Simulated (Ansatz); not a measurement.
Input and output for C2H2FNS, SMILES `FC1=NCS1`.

```yaml
crystal:
  periodic: [false, false, false]
  atoms:
    - {symbol: F, position_ang: [-1.061617, -2.118954, 0.356773]}
    - {symbol: C, position_ang: [-0.502878, -0.961315, 0.136035]}
    - {symbol: N, position_ang: [0.548263, -0.505760, 0.677234]}
    - {symbol: C, position_ang: [0.485667, 0.749053, -0.068008]}
    - {symbol: S, position_ang: [-1.060456, 0.264339, -0.966456]}
    - {symbol: H, position_ang: [0.328348, 1.618732, 0.568232]}
    - {symbol: H, position_ang: [1.323971, 0.885804, -0.749511]}
basis:
  gaussian: {orbitals: aug-cc-pVDZ}
total_charge: -1
magnetization: {spin_polarized: false, initial_magnetization: 1}
hamiltonian: {xc: {name: revPBE0}}
scf: {lower_state_search: full}
output: {forces: true}
```

```sh
$ ansatz run in.yaml --threads 2 --pin off --events-out ev --progress --plain --max-ram 4352MiB
```

It prints (some lines left out):

```
Functional definition: revPBE0
1365 factors; integrals over basis functions are off by at most 4.9e-4 eV
mean field evaluation 1: about -17137.7554 eV, gradient 4.8e1 eV
mean field evaluation 2: about -17137.7647 eV, gradient 4.8e1 eV
mean field evaluation 4: about -17143.1992 eV, gradient 6.5e0 eV
mean field evaluation 8: about -17143.3403 eV, gradient 5.7e-1 eV
mean field evaluation 16: about -17143.3455 eV, gradient 7.8e-3 eV
mean field evaluation 128: about -17143.3455 eV, gradient 5.2e-5 eV
mean field -17143.34548332 eV, -630.0063263351 hartree, gradient 2.5e-5 eV, S^2 0.750000; 16 other end points of the search recorded, 0 dependent functions left out
reference -17143.34552980 eV, -630.0063280431 hartree; 24, 23 occupied and 113, 114 virtual orbitals, 1365 factors
Total energy: -17143.34552980 eV, -630.0063280431 hartree
Atom 0 at    -1.061617    -2.118954     0.356773 Å, force    -0.555345    -1.318291     0.314217 eV/Å
Atom 1 at    -0.502878    -0.961315     0.136035 Å, force     0.355685     0.702424    -0.122395 eV/Å
Atom 2 at     0.548263    -0.505760     0.677234 Å, force     0.750244    -0.364263     0.767322 eV/Å
Atom 3 at     0.485667     0.749053    -0.068008 Å, force     0.528652     0.116769     0.337694 eV/Å
Atom 4 at    -1.060456     0.264339    -0.966456 Å, force    -1.318928     0.431073    -1.237327 eV/Å
Atom 5 at     0.328348     1.618732     0.568232 Å, force    -0.016425     0.316865     0.150891 eV/Å
Atom 6 at     1.323971     0.885804    -0.749511 Å, force     0.256118     0.115422    -0.210403 eV/Å
Dipole moment:    -1.103977    -1.691250     0.106278 e Å
```

Run time 39 s (2 threads of an Arm Neoverse V1 on a shared host); peak host memory 0.56 GiB.
